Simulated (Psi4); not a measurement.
# BOF (fluoro(oxo)borane) at B3LYP/6-31G(d) (spherical functions)

Aim: the vertical singlet–triplet gap of BOF (fluoro(oxo)borane) at B3LYP/6-31G* (spherical functions), from 2 runs. 

The calculation is run with Psi4 1.11.

1 further run of the same task is left out (set aside as unsound or not needed).

## 1. Starting point

BOF: 3 atoms, total charge 0, spin state singlet. SMILES: `O=BF`. The shape is that of a PBE0-D4/def2-TZVP optimisation.

Bond lengths: O1–B2 1.206 Å, B2–F3 1.282 Å. Angles: O1–B2–F3 180.0°.

## 2. Energy and forces at B3LYP/6-31G(d) (spherical functions)

Contents of bfo.inp:

```
memory 1600 MB

molecule molecule1 {
  0 1
  O      0.983100    -0.565100     0.479900
  B      0.020300    -0.011600     0.009900
  F     -1.003400     0.576800    -0.489800
  symmetry c1
}

set globals {
  basis 6-31G*
  reference rks
  puream true
  e_convergence 1e-09
  d_convergence 1e-08
  scf_type pk
  dft_radial_points 99
  dft_spherical_points 590
}

e_tot = gradient('b3lyp')
```

Command:

```bash
psi4 -n 1 bfo.inp bfo.out
```

bfo.out:

```text
[...]
  Running in c1 symmetry.
[...]
  Nuclear repulsion =   51.438950129702292
[...]
  Multiplicity = 1
[...]
  Nalpha       = 11
  Nbeta        = 11
[...]
    Number of basis functions: 42
[...]
   @RKS iter   1:  -199.78147298747623   -3.24106e-01   1.77719e-02 ADIIS/DIIS
[...]
   @RKS iter  10:  -199.99653845968302   -7.38964e-13   7.36662e-09 DIIS
[...]
    Orbital Energies [Eh]
    ---------------------
    Doubly Occupied:
       1A    -24.774587     2A    -19.149137     3A     -6.848030
       4A     -1.285735     5A     -0.991967     6A     -0.603724
       7A     -0.519778     8A     -0.519778     9A     -0.420971
      10A     -0.351261    11A     -0.351261
[...]
  @RKS Final Energy:  -199.99653845968302
   => Energetics <=
    Nuclear Repulsion Energy =             51.4389501297022917
    One-Electron Energy =                -377.7876578173857069
    Two-Electron Energy =                 145.0828536357651899
    DFT Exchange-Correlation Energy =     -18.7306844077647909
    Empirical Dispersion Energy =           0.0000000000000000
    VV10 Nonlocal Energy =                  0.0000000000000000
    Total Energy =                       -199.9965384596830233
[...]
 Multipole Moments:
 ------------------------------------------------------------------------------------
     Multipole            Electronic (a.u.)      Nuclear  (a.u.)        Total (a.u.)
 ------------------------------------------------------------------------------------
 L = 1.  Multiply by 2.5417464519 to convert [e a0] to [Debye]
 Dipole X            :          0.0000155            0.0000155            0.0000310
 Dipole Y            :         -0.0000008           -0.0000008           -0.0000017
 Dipole Z            :         -1.8098190            1.0067641           -0.8030549
 Magnitude           :                                                    0.8030549
[...]
  -Total Gradient:
     Atom            X                  Y                   Z
    ------   -----------------  -----------------  -----------------
       1       -0.000003442810     0.000000185250    -0.009326282502
       2        0.000006110510    -0.000000328793     0.001610093687
       3       -0.000002663553     0.000000143320     0.007716743020
[...]
```

It took 7.2 s on 1 thread of Intel Xeon Platinum 8259CL at 2.50GHz (Skylake/Cascade Lake), shared host; peak memory 0.4 GiB.

## 3. The triplet at the same level

Contents of calc.py:

```python
import psi4

psi4.set_memory(1600000000)
psi4.set_num_threads(1)
psi4.core.set_output_file('bfo.out', False)

geom = psi4.geometry("""
0 3
O      1.85778975    -1.06788423     0.90687957
B      0.03836144    -0.02192082     0.01870829
F     -1.89615119     1.08999403    -0.92558786
units bohr
symmetry c1
no_reorient
no_com
""")

psi4.set_options({
    'reference': 'uks',
    'puream': True,
    'e_convergence': 1e-09,
    'd_convergence': 1e-08,
    'scf_type': 'pk',
    'dft_radial_points': 99,
    'dft_spherical_points': 590,
    'maxiter': 200,
})

result, w = psi4.gradient('b3lyp/6-31G*', molecule=geom, return_wfn=True)
psi4.oeprop(w, 'WIBERG_LOWDIN_INDICES', 'MAYER_INDICES', 'DIPOLE')
print('gradient / Eh bohr^-1')
print(result.np.round(6))
print(f'energy = {w.energy():.10f} Eh')
```

Command:

```bash
python calc.py
```

bfo.out:

```text
[...]
  Running in c1 symmetry.
[...]
  Nuclear repulsion =   51.438950188684615
[...]
  Multiplicity = 3
[...]
  Nalpha       = 12
  Nbeta        = 10
[...]
    Number of basis functions: 42
[...]
   @UKS iter   1:  -199.60985903278737   -1.52492e-01   1.00687e-02 ADIIS/DIIS
[...]
   @UKS iter  15:  -199.69484402838333   -2.41585e-12   2.44066e-09 DIIS
[...]
   @S^2 Observed:                2.001803572E+00
[...]
    Orbital Energies [Eh]
    ---------------------
    Alpha Occupied:
       1A    -24.754822     2A    -19.288332     3A     -6.887929
       4A     -1.270893     5A     -1.142296     6A     -0.597361
       7A     -0.548613     8A     -0.546964     9A     -0.514326
      10A     -0.485017    11A     -0.448121    12A     -0.074275
    Alpha Virtual:
      13A     -0.004820    14A      0.013940    15A      0.252977
      16A      0.351740    17A      0.359707    18A      0.485172
      19A      0.775710    20A      0.846607    21A      0.864432
      22A      0.884060    23A      1.119727    24A      1.119742
      25A      1.168490    26A      1.198118    27A      1.214230
[...]
  @UKS Final Energy:  -199.69484402838333
   => Energetics <=
    Nuclear Repulsion Energy =             51.4389501886846148
    One-Electron Energy =                -376.5828370360483177
    Two-Electron Energy =                 144.1301627233207796
    DFT Exchange-Correlation Energy =     -18.6811199043403811
    Empirical Dispersion Energy =           0.0000000000000000
    VV10 Nonlocal Energy =                  0.0000000000000000
    Total Energy =                       -199.6948440283833293
[...]
  -Total Gradient:
     Atom            X                  Y                   Z
    ------   -----------------  -----------------  -----------------
       1       -0.172195149477     0.099137872722    -0.084096766288
       2        0.123571729788    -0.071326909176     0.060397953360
       3        0.048624077760    -0.027811337990     0.023699133159
[...]
 Multipole Moments:
 ------------------------------------------------------------------------------------
     Multipole            Electronic (a.u.)      Nuclear  (a.u.)        Total (a.u.)
 ------------------------------------------------------------------------------------
 L = 1.  Multiply by 2.5417464519 to convert [e a0] to [Debye]
 Dipole X            :          2.1063157           -2.0112355            0.0950802
 Dipole Y            :         -1.2132925            1.1572683           -0.0560242
 Dipole Z            :          1.0284842           -0.9817127            0.0467715
 Magnitude           :                                                    0.1198604
[...]
```

The script printed:

```text
gradient / Eh bohr^-1
[[-0.172195  0.099138 -0.084097]
 [ 0.123572 -0.071327  0.060398]
 [ 0.048624 -0.027811  0.023699]]
energy = -199.6948440284 Eh
```

Run time: 13 s. Hardware: 1 thread of Intel Xeon Platinum 8259CL at 2.50GHz (Skylake/Cascade Lake), shared host; peak memory 0.4 GiB.

## 4. Outcome

Level: B3LYP/6-31G* (spherical functions).

| quantity | value |
| --- | --- |
| singlet: total energy | -199.99654 Eh |
| singlet: dipole moment | 2.04 D |
| singlet: HOMO energy | -9.56 eV |
| singlet: LUMO energy | 0.65 eV |
| singlet: HOMO–LUMO gap | 10.20 eV |
| singlet: largest force on an atom | 0.480 eV/Å |
| triplet: total energy | -199.69484 Eh |
| triplet: dipole moment | 0.30 D |
| triplet: HOMO energy (highest over α and β) | -2.02 eV |
| triplet: ⟨S²⟩ | 2.002 |
| triplet: largest force on an atom | 11.095 eV/Å |
| vertical energy of the triplet above the singlet | 8.210 eV |

At this shape the triplet lies 8.21 eV (189 kcal/mol) above the singlet. The largest force (singlet) is 0.48 eV/Å: the shape isn't a stationary point for this species at this level.
